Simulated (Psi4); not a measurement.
Psi4 input (PBE/6-31G):

```
memory 8100 MB

molecule {
0 1
H    -0.00000000   -0.00000000   -0.37201156
H     0.00000000    0.00000000    0.37201156
}

set {
  basis 6-31g
  scf_type df
}

energy('pbe')
print_variables()
```

Output:

```
-----------------------------------------------------------------------
          Psi4: An Open-Source Ab Initio Electronic Structure Package
                               Psi4 1.11 release

    D. G. A. Smith, L. A. Burns, A. C. Simmonett, R. M. Parrish,
    M. C. Schieber, R. Galvelis, P. Kraus, H. Kruse, R. Di Remigio,
    A. Alenaizan, A. M. James, S. Lehtola, J. P. Misiewicz, M. Scheurer,
    R. A. Shaw, J. B. Schriber, Y. Xie, Z. L. Glick, D. A. Sirianni,
    J. S. O'Brien, J. M. Waldrop, A. Kumar, E. G. Hohenstein,
    B. P. Pritchard, B. R. Brooks, H. F. Schaefer III, A. Yu. Sokolov,
    K. Patkowski, A. E. DePrince III, U. Bozkaya, R. A. King,
    F. A. Evangelista, J. M. Turney, T. D. Crawford, C. D. Sherrill,
    J. Chem. Phys. 152(18) 184108 (2020). https://doi.org/10.1063/5.0006002

                            Additional Code Authors
    E. T. Seidl, C. L. Janssen, E. F. Valeev, M. L. Leininger,
    J. F. Gonthier, R. M. Richard, H. R. McAlexander, M. Saitow, X. Wang,
    P. Verma, M. H. Lechner, A. Jiang, S. Behnle, A. G. Heide,
    M. F. Herbst, D. L. Poole, T. Győri, E. C. Mitchell, J. P. Pederson,
    and A. M. Wallace

             Previous Authors, Complete List of Code Contributors,
                       and Citations for Specific Modules
    https://github.com/psi4/psi4/blob/master/codemeta.json
    https://github.com/psi4/psi4/graphs/contributors
    https://psicode.org/psi4manual/master/introduction.html#citing-psifour

    -----------------------------------------------------------------------

    Threads:    4
    Addons:     a̶d̶c̶c̶, a̶m̶b̶i̶t̶, b̶s̶e̶, c̶c̶t̶3̶, c̶f̶o̶u̶r̶, c̶h̶e̶m̶p̶s̶2̶, c̶p̶p̶e̶, d̶d̶x̶,
                d̶f̶t̶d̶3̶, d̶f̶t̶d̶4̶, dkh, ecpint, einsums, f̶o̶r̶t̶e̶, gauxc, g̶c̶p̶,
                g̶d̶m̶a̶, g̶e̶o̶m̶e̶t̶r̶i̶c̶, g̶p̶u̶_̶d̶f̶c̶c̶, i̶n̶t̶e̶g̶r̶a̶t̶o̶r̶x̶x̶,
                i̶p̶i̶, l̶i̶b̶e̶f̶p̶, m̶d̶i̶, m̶p̶2̶d̶, m̶r̶c̶c̶, ooo,
                o̶p̶e̶n̶f̶e̶r̶m̶i̶o̶n̶p̶s̶i̶4̶, pcmsolver, p̶s̶i̶4̶f̶o̶c̶k̶c̶i̶, p̶s̶i̶x̶a̶s̶,
                p̶y̶e̶i̶n̶s̶u̶m̶s̶, r̶e̶s̶p̶, s̶i̶m̶i̶n̶t̶, s̶n̶s̶m̶p̶2̶,
                v̶2̶r̶d̶m̶_̶c̶a̶s̶s̶c̶f̶

  ==> Input File <==

--------------------------------------------------------------------------
memory 8100 MB

molecule {
0 1
H    -0.00000000   -0.00000000   -0.37201156
H     0.00000000    0.00000000    0.37201156
}

set {
  basis 6-31g
  scf_type df
}

energy('pbe')
print_variables()
--------------------------------------------------------------------------

   => Libint2 <=

    Primary   basis highest AM E, G, H:  7, 6, 3
    Auxiliary basis highest AM E, G, H:  7, 7, 4
    Onebody   basis highest AM E, G, H:  -, -, -
    Solid Harmonics ordering:            Gaussian

   => Loading Basis Set <=

    Name: 6-31G
    Role: ORBITAL
    Keyword: BASIS
    atoms 1-2 entry H          line    26 file 6-31g.gbs

         ---------------------------------------------------------
                                   SCF
               by Justin Turney, Rob Parrish, Andy Simmonett
                          and Daniel G. A. Smith
                              RKS Reference
                        4 Threads,   7724 MiB Core
         ---------------------------------------------------------

  ==> Geometry <==

    Molecular point group: d2h
    Full point group: D_inf_h

    Geometry (in Angstrom), charge = 0, multiplicity = 1:

       Center              X                  Y                   Z               Mass
    ------------   -----------------  -----------------  -----------------  -----------------
         H            0.000000000000     0.000000000000    -0.372011560000     1.007825032230
         H            0.000000000000     0.000000000000     0.372011560000     1.007825032230

  Running in d2h symmetry.

  Rotational constants: A = ************  B =     60.43221  C =     60.43221 [cm^-1]
  Rotational constants: A = ************  B = 1811712.12794  C = 1811712.12794 [MHz]
  Nuclear repulsion =    0.711237589861455

  Charge       = 0
  Multiplicity = 1
  Electrons    = 2
  Nalpha       = 1
  Nbeta        = 1

  ==> Algorithm <==

  SCF Algorithm Type is DF.
  DIIS enabled.
  MOM disabled.
  Fractional occupation disabled.
  Guess Type is SAD.
  Energy threshold   = 1.00e-06
  Density threshold  = 1.00e-06
  Integral threshold = 1.00e-12

  ==> Primary Basis <==

  Basis Set: 6-31G
    Blend: 6-31G
    Number of shells: 4
    Number of basis functions: 4
    Number of Cartesian functions: 4
    Spherical Harmonics?: false
    Max angular momentum: 0

  ==> DFT Potential <==

   => LibXC <=

    Version 7.1.2
    S. Lehtola, C. Steigemann, M. J. T. Oliveira, and M. A. L. Marques,  SoftwareX 7, 1–5 (2018) (10.1016/j.softx.2017.11.002)

   => Composite Functional: PBE <=

    PBE GGA Exchange-Correlation Functional

    J.P. Perdew et. al., Phys. Rev. Lett., 77(18), 3865-3868, 1996

    Deriv               =              1
    GGA                 =           TRUE
    Meta                =          FALSE

    Exchange Hybrid     =          FALSE
    MP2 Hybrid          =          FALSE

   => Exchange Functionals <=

    1.0000     XC_GGA_X_PBE

   => Correlation Functionals <=

    1.0000     XC_GGA_C_PBE

   => LibXC Density Thresholds  <==

    XC_GGA_C_PBE:  1.00E-12
    XC_GGA_X_PBE:  1.00E-15

   => Molecular Quadrature <=

    Radial Scheme          =       TREUTLER
    Pruning Scheme         =           NONE
    Nuclear Scheme         =       TREUTLER

    Blocking Scheme        =         OCTREE
    BS radius alpha        =              1
    Pruning alpha          =              1
    Radial Points          =             75
    Spherical Points       =            302
    Total Points           =          44640
    Total Blocks           =            392
    Max Points             =            256
    Max Functions          =              4
    Weights Tolerance      =       1.00E-15

   => Loading Basis Set <=

    Name: (6-31G AUX)
    Role: JKFIT
    Keyword: DF_BASIS_SCF
    atoms 1-2 entry H          line    51 file cc-pvdz-jkfit.gbs

  ==> Integral Setup <==

  DFHelper Memory: AOs need 0.000 GiB; user supplied 5.652 GiB.
  SCF_SUBTYPE=INCORE selected. In-core MEM_DF algorithm will be used.
  Using in-core AOs.

  ==> MemDFJK: Density-Fitted J/K Matrices <==

    J tasked:                   Yes
    K tasked:                    No
    wK tasked:                   No
    OpenMP threads:               4
    Algorithm:                 Core
    Schwarz Cutoff:           1E-12
    Mask sparsity (%):       0.0000
    Fitting Condition:        1E-10

   => Auxiliary Basis Set <=

  Basis Set: (6-31G AUX)
    Blend: CC-PVDZ-JKFIT
    Number of shells: 18
    Number of basis functions: 50
    Number of Cartesian functions: 50
    Spherical Harmonics?: false
    Max angular momentum: 2

  Cached 100.0% of DFT collocation blocks in 0.005 [GiB].

  Minimum eigenvalue in the overlap matrix is 2.8905184140E-01.
  Reciprocal condition number of the overlap matrix is 1.6894248955E-01.
    Using symmetric orthogonalization.

  ==> Pre-Iterations <==

  SCF Guess: Superposition of Atomic Densities via on-the-fly atomic UHF (no occupation information).

   -------------------------
    Irrep   Nso     Nmo
   -------------------------
     Ag         2       2
     B1g        0       0
     B2g        0       0
     B3g        0       0
     Au         0       0
     B1u        2       2
     B2u        0       0
     B3u        0       0
   -------------------------
    Total       4       4
   -------------------------

  ==> Iterations <==

                           Total Energy        Delta E     RMS |[F,P]|

   @DF-RKS iter SAD:    -0.95717774698117   -9.57178e-01   0.00000e+00
   @DF-RKS iter   1:    -1.15668988780100   -1.99512e-01   2.75573e-02 ADIIS/DIIS
   @DF-RKS iter   2:    -1.16161603736209   -4.92615e-03   6.99918e-03 ADIIS/DIIS
   @DF-RKS iter   3:    -1.16195174200251   -3.35705e-04   9.40258e-05 DIIS
   @DF-RKS iter   4:    -1.16195180266902   -6.06665e-08   1.27610e-07 DIIS
  Energy and wave function converged.

  ==> Post-Iterations <==

   Electrons on quadrature grid:
      Ntotal   =    2.0000000054 ; deviation = 5.421e-09

    Orbital Energies [Eh]
    ---------------------

    Doubly Occupied:

       1Ag    -0.380409

    Virtual:

       1B1u    0.078792     2Ag     0.553863     2B1u    1.054808

    Final Occupation by Irrep:
             Ag   B1g   B2g   B3g    Au   B1u   B2u   B3u
    DOCC [     1,    0,    0,    0,    0,    0,    0,    0 ]
    NA   [     1,    0,    0,    0,    0,    0,    0,    0 ]
    NB   [     1,    0,    0,    0,    0,    0,    0,    0 ]

  @DF-RKS Final Energy:    -1.16195180266902

   => Energetics <=

    Nuclear Repulsion Energy =              0.7112375898614546
    One-Electron Energy =                  -2.4917968061629967
    Two-Electron Energy =                   1.3080349771349780
    DFT Exchange-Correlation Energy =      -0.6894275635024534
    Empirical Dispersion Energy =           0.0000000000000000
    VV10 Nonlocal Energy =                  0.0000000000000000
    Total Energy =                         -1.1619518026690177

Computation Completed

Properties will be evaluated at   0.000000,   0.000000,   0.000000 [a0]

Properties computed using the SCF density matrix

 Multipole Moments:

 ------------------------------------------------------------------------------------
     Multipole            Electronic (a.u.)      Nuclear  (a.u.)        Total (a.u.)
 ------------------------------------------------------------------------------------

 L = 1.  Multiply by 2.5417464519 to convert [e a0] to [Debye]
 Dipole X            :          0.0000000            0.0000000            0.0000000
 Dipole Y            :          0.0000000            0.0000000            0.0000000
 Dipole Z            :          0.0000000            0.0000000            0.0000000
 Magnitude           :                                                    0.0000000

 ------------------------------------------------------------------------------------

  Variable Map:
  ----------------------------------------------------------------------------
  "CURRENT ENERGY"              =>      -1.161951802669
  "CURRENT REFERENCE ENERGY"    =>      -1.161951802669
  "DD SOLVATION ENERGY"         =>       0.000000000000
  "DFT FUNCTIONAL TOTAL ENERGY" =>      -1.161951802669
  "DFT TOTAL ENERGY"            =>      -1.161951802669
  "DFT VV10 ENERGY"             =>       0.000000000000
  "DFT XC ENERGY"               =>      -0.689427563502
  "GRID ELECTRONS ALPHA"        =>       1.000000002710
  "GRID ELECTRONS BETA"         =>       1.000000002710
  "GRID ELECTRONS TOTAL"        =>       2.000000005421
  "NUCLEAR REPULSION ENERGY"    =>       0.711237589861
  "ONE-ELECTRON ENERGY"         =>      -2.491796806163
  "PCM POLARIZATION ENERGY"     =>       0.000000000000
  "PE ENERGY"                   =>       0.000000000000
  "SCF ITERATION ENERGY"        =>      -1.161951802669
  "SCF ITERATIONS"              =>       4.000000000000
  "SCF TOTAL ENERGY"            =>      -1.161951802669
  "TWO-ELECTRON ENERGY"         =>       1.308034977135
  "XC GRID RADIAL POINTS"       =>      75.000000000000
  "XC GRID SPHERICAL POINTS"    =>     302.000000000000
  "XC GRID TOTAL POINTS"        =>   44640.000000000000

  Array Variable Map:
  ----------------------------------------------------------------------------
  "CURRENT DIPOLE"              =>       0.000000000000 ... 0.000000000000 1 by 3
  "SCF DIPOLE"                  =>       0.000000000000 ... 0.000000000000 1 by 3
  "SCF TOTAL ENERGIES"          =>      -0.957177746981 ... -1.161951802669 1 by 5

*** Psi4 exiting successfully. Buy a developer a beer!
```
